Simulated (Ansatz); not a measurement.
Geometry optimisation, RKS PBE0-D4/def2-SVP in Ansatz 0.2.0.

The input (input.yaml):

```yaml
crystal:
  periodic: [false, false, false]
  atoms:
    - { symbol: B, position_ang: [-0.004225, 0.506856, -1.080744] }
    - { symbol: F, position_ang: [0.74859, -0.435061, 1.137517] }
    - { symbol: H, position_ang: [1.472405, -0.054054, 0.70211] }
    - { symbol: "N", position_ang: [-1.29547, 0.103402, -0.839585] }
    - { symbol: H, position_ang: [-1.537514, -0.384221, 0.019787] }
    - { symbol: H, position_ang: [-2.061887, 0.263078, -1.485386] }
basis:
  gaussian: { orbitals: def2-SVP }
hamiltonian:
  xc: pbe0
  dispersion: d4
relax:
  f_tol: 0.03
  max_steps: 50
```

Run as:

```bash
$ ansatz run input.yaml --threads 1 --pin off --max-ram 2048MiB --backend cpu --events-out ev --progress --plain --runs-dir out
```

**Question.** Where does it end, and by what steps?

**Answer.** The run converged. The force dipped under the threshold on the way, but the program's further checks kept it going. After 25 steps the energy has fallen by 0.165 eV; F2 moved furthest, 1.39 Å.

```json
{"step": "0", "energy less start (eV)": "0.0000", "largest force component (eV/Å)": "0.303", "accepted": "yes"}
{"step": "1", "energy less start (eV)": "-0.0406", "largest force component (eV/Å)": "1.072", "accepted": "yes"}
{"step": "2", "energy less start (eV)": "-0.0851", "largest force component (eV/Å)": "0.992", "accepted": "yes"}
{"step": "3", "energy less start (eV)": "-0.1208", "largest force component (eV/Å)": "0.330", "accepted": "yes"}
{"step": "4", "energy less start (eV)": "-0.1080", "largest force component (eV/Å)": "1.199", "accepted": "no"}
{"step": "5", "energy less start (eV)": "-0.1246", "largest force component (eV/Å)": "0.039", "accepted": "yes"}
{"step": "6", "energy less start (eV)": "-0.1278", "largest force component (eV/Å)": "0.088", "accepted": "yes"}
{"step": "7", "energy less start (eV)": "-0.1309", "largest force component (eV/Å)": "0.169", "accepted": "yes"}
{"step": "8", "energy less start (eV)": "-0.1278", "largest force component (eV/Å)": "0.751", "accepted": "no"}
{"step": "9", "energy less start (eV)": "-0.1353", "largest force component (eV/Å)": "0.047", "accepted": "yes"}
{"step": "10", "energy less start (eV)": "-0.1374", "largest force component (eV/Å)": "0.259", "accepted": "yes"}
{"step": "11", "energy less start (eV)": "-0.1414", "largest force component (eV/Å)": "0.117", "accepted": "yes"}
{"step": "12", "energy less start (eV)": "-0.1429", "largest force component (eV/Å)": "0.031", "accepted": "yes"}
{"step": "13", "energy less start (eV)": "-0.1344", "largest force component (eV/Å)": "0.752", "accepted": "no"}
{"step": "14", "energy less start (eV)": "-0.1437", "largest force component (eV/Å)": "0.064", "accepted": "yes"}
{"step": "15", "energy less start (eV)": "-0.1451", "largest force component (eV/Å)": "0.205", "accepted": "yes"}
{"step": "16", "energy less start (eV)": "-0.1459", "largest force component (eV/Å)": "0.228", "accepted": "yes"}
{"step": "17", "energy less start (eV)": "-0.1534", "largest force component (eV/Å)": "0.090", "accepted": "yes"}
{"step": "18", "energy less start (eV)": "-0.1598", "largest force component (eV/Å)": "0.146", "accepted": "yes"}
{"step": "19", "energy less start (eV)": "-0.0925", "largest force component (eV/Å)": "1.818", "accepted": "no"}
{"step": "20", "energy less start (eV)": "-0.1629", "largest force component (eV/Å)": "0.012", "accepted": "yes"}
{"step": "21", "energy less start (eV)": "-0.1602", "largest force component (eV/Å)": "0.477", "accepted": "no"}
{"step": "22", "energy less start (eV)": "-0.1635", "largest force component (eV/Å)": "0.029", "accepted": "yes"}
{"step": "23", "energy less start (eV)": "-0.1639", "largest force component (eV/Å)": "0.131", "accepted": "yes"}
{"step": "24", "energy less start (eV)": "-0.1640", "largest force component (eV/Å)": "0.064", "accepted": "yes"}
{"step": "25", "energy less start (eV)": "-0.1645", "largest force component (eV/Å)": "0.018", "accepted": "yes"}
```

```xyz
6
Properties=species:S:1:pos:R:3
B -0.390 0.007 -0.242
F 2.115 -0.168 1.207
H 1.302 -0.104 0.724
N -1.583 0.072 -0.902
H -2.441 -0.316 -0.518
H -1.681 0.510 -1.815
```

Whether the end is a true minimum wasn't checked by a vibrational analysis.

Run time: 37 s on 1 thread of Arm Neoverse V1, with other jobs on the host, peak memory 0.12 GiB.
